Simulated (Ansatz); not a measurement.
# H3O (doublet): wave-function methods side by side at distance O1–H3 along a hydrogen transfer = 1.057 Å, cc-pVDZ

How much of the correlation energy of H3O (doublet) does each wave-function method recover here?

Method: cc-pVDZ, core rule «outside noble gas», up to 1 orbitals frozen; program: Ansatz 0.2.0, Gaussian basis.

The runs, in order: UHF; CCSD(T) on ROHF; CCSD(T) on UHF; BCCD(T) on ROHF; CISD; CCSDT(Q) on ROHF; CCSDT(Q) on UHF; CCSDTQ on ROHF; CCSDTQ on UHF; CASSCF and MRCISD+Q, 3 electrons in 3 orbitals; CASSCF and NEVPT2, 3 electrons in 3 orbitals; CASSCF and MRCISD+Q, 9 electrons in 7 orbitals; CASSCF and NEVPT4(SD), 9 electrons in 7 orbitals; CASSCF and NEVPT2, 9 electrons in 7 orbitals.

### 1 The geometry

The geometry derives from fragments relaxed apart (PBE0/def2-TZVP) and kept rigid, so it is no stationary point. A hydrogen atom is moved between rigid fragments.

4 atoms, charge 0, spin multiplicity 2.

Atoms are counted from 1 here; the program's logs count them from 0.

Bond lengths: O1–H2 0.960 Å, O1–H3 1.057 Å. Angles: H2–O1–H3 105.1°.

Coordinates:

```
O    -0.1451   -0.0491    0.0000
H    -0.3944    0.8775    0.0000
H     0.9119   -0.0491    0.0000
H     1.7859   -0.0491    0.0000
```

### 2 UHF

Contents of in.yaml:

```yaml
crystal:
  periodic: [false, false, false]
  atoms:
    - {symbol: O, position_ang: [-0.145109, -0.049094, 0.000000]}
    - {symbol: H, position_ang: [-0.394418, 0.877481, 0.000000]}
    - {symbol: H, position_ang: [0.911891, -0.049094, 0.000000]}
    - {symbol: H, position_ang: [1.785891, -0.049094, 0.000000]}
basis:
  gaussian: {orbitals: cc-pVDZ}
magnetization: {spin_polarized: true, initial_magnetization: 1}
hamiltonian: {xc: hf}
output: {orbitals: {seedname: orbitals}}
```

Started as:

```console
$ ansatz run in.yaml --threads 1 --pin off --events-out ev --progress --plain --max-ram 5120MiB --backend cpu
```

The runs that follow: CCSD(T) on ROHF; CCSD(T) on UHF; BCCD(T) on ROHF; CISD; CCSDT(Q) on ROHF; CCSDT(Q) on UHF; CCSDTQ on ROHF; CCSDTQ on UHF; CASSCF and MRCISD+Q, 3 electrons in 3 orbitals; CASSCF and NEVPT2, 3 electrons in 3 orbitals; CASSCF and MRCISD+Q, 9 electrons in 7 orbitals; CASSCF and NEVPT4(SD), 9 electrons in 7 orbitals; CASSCF and NEVPT2, 9 electrons in 7 orbitals.

Q: Predict the results of all the runs planned. Wanted: UCCSDTQ below the RHF energy; RMP2 from UCCSDTQ; UMP2 from UCCSDTQ; RCCSD from UCCSDTQ; RCCSD(T) from UCCSDTQ; UCCSD(T) from UCCSDTQ; RCCSDT(Q) from UCCSDTQ; UCCSDT(Q) from UCCSDTQ; NEVPT2 pair from UCCSDTQ.

The runs gave:

| quantity | value |
| --- | --- |
| UCCSDTQ below the RHF energy | -6.4610 eV |
| RMP2 from UCCSDTQ | +437.3 meV |
| UMP2 from UCCSDTQ | +520.8 meV |
| RCCSD from UCCSDTQ | +133.8 meV |
| RCCSD(T) from UCCSDTQ | +22.4 meV |
| UCCSD(T) from UCCSDTQ | +21.3 meV |
| RCCSDT(Q) from UCCSDTQ | -0.9 meV |
| UCCSDT(Q) from UCCSDTQ | -0.9 meV |
| NEVPT2 pair from UCCSDTQ | +440.6 meV |
| MRCISD+Q pair from UCCSDTQ | +51.9 meV |
| NEVPT2 valence from UCCSDTQ | +712.1 meV |
| levels within 1 kcal/mol (43 meV) | RCCSD(T), UCCSD(T), BCCD(T), RCCSDT, UCCSDT, RCCSDT(Q), UCCSDT(Q), RCCSDTQ, MRCISD+Q valence |
| T1 diagnostic | 0.023 |
| effectively unpaired electrons | 1.01 |

**Reading.** RCCSD(T) misses by +22.4 meV, 0.3 % of the correlation energy. One determinant dominates. Of the multireference levels listed MRCISD+Q valence comes nearest in total energy (+20.5 meV), which doesn't show that its space is the better one. These misses are within one basis, not against nature; the frozen cores of restricted and unrestricted runs differ, which can shift their rows.
